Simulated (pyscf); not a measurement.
PySCF, gas phase, ωB97X-D3(BJ)/def2-SVP geometries.

Q: water (H₂O) + HO–Zn–O–SiH₃ → HO–Zn–OH + silanol (HO–SiH₃)
Surface: singlet. Broken: H–O, O–Zn. Formed: O–Zn, H–O. Give ΔE‡ and ΔE from r²SCAN/def2-TZVP, relative to the separated reactants.

A: ΔE‡ = -0.22 eV, ΔE = +0.19 eV. ωB97M-D3(BJ)/def2-TZVP gives -0.12 eV and +0.21 eV. Zero-point energy shifts the barrier by 0.00 eV. It is a four-centre exchange, with an imaginary mode of 694i cm⁻¹. On the reactant side the descent ends in an adduct with a O–Zn contact, 0.65 eV under the separated species and 0.53 eV under the saddle at ωB97X-D3(BJ)/def2-TZVP. On the product side the descent ends in an adduct with a O–Zn contact, 0.59 eV under the separated species and 0.21 eV under the saddle at ωB97X-D3(BJ)/def2-TZVP. At r²SCAN the saddle lies under the separated reactants, which points to a path from their complex (located at ωB97X-D3(BJ) alone). At r²SCAN the saddle lies under the separated products, which points to a path from their complex (located at ωB97X-D3(BJ) alone), and parting the products costs more than the saddle. What is counted as formed (O–Zn) is already present as a longer contact in the reactant adduct; forming that adduct is a step of its own. What is counted as broken (O–Zn) persists as a longer contact in the product adduct; parting that adduct is a step of its own. This is the saddle that the search found; another between the same sides may lie lower. Elements up to Kr have no core potential and no relativistic terms here.
